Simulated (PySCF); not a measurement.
ClH5: from structure and modes to constants

Computed with PBE0 in PySCF with Cl def2-TZVP, H def2-TZVP; no relativity; density-fitted integrals.

The singlet minimum has C4v symmetry. Masses (u): Cl 34.96885, H 1.00782.

```xyz
6
charge 0 multiplicity 1, angstrom
Cl    0.0000    0.0000   -0.0444
H     0.0000    0.0000    1.2303
H     1.5544    0.0000    0.0786
H     0.0000    1.5544    0.0786
H    -1.5544    0.0000    0.0786
H     0.0000   -1.5544    0.0786
```

Harmonic wavenumbers (cm⁻¹): 529.7 (b2, ×1), 1001.7 (e, ×2), 1191.3 (b1, ×1), 1212.8 (e, ×2), 1243.0 (a1, ×1), 1432.6 (e, ×2), 1538.9 (a1, ×1), 1582.4 (b1, ×1), 2892.7 (a1, ×1).

Q: What is the harmonic zero-point energy?

A: Half the sum of all 12 wavenumbers, 16272/2 = 8136 cm⁻¹, which is 97.3 kJ/mol (1 cm⁻¹ = 0.0119627 kJ/mol).

Q: Give the standard entropy (298.15 K, 1 bar) by its translational, rotational, vibrational and spin parts, and Cp.

A: Sackur–Tetrode with M = 40.01 u gives 154.9; rotation with symmetry number 4 gives 62.0; vibration 4.1; spin R ln 1 = 0.0. The total is 221.0 J/(mol K), and Cp = 4 R + 12.7 = 45.9 J/(mol K).
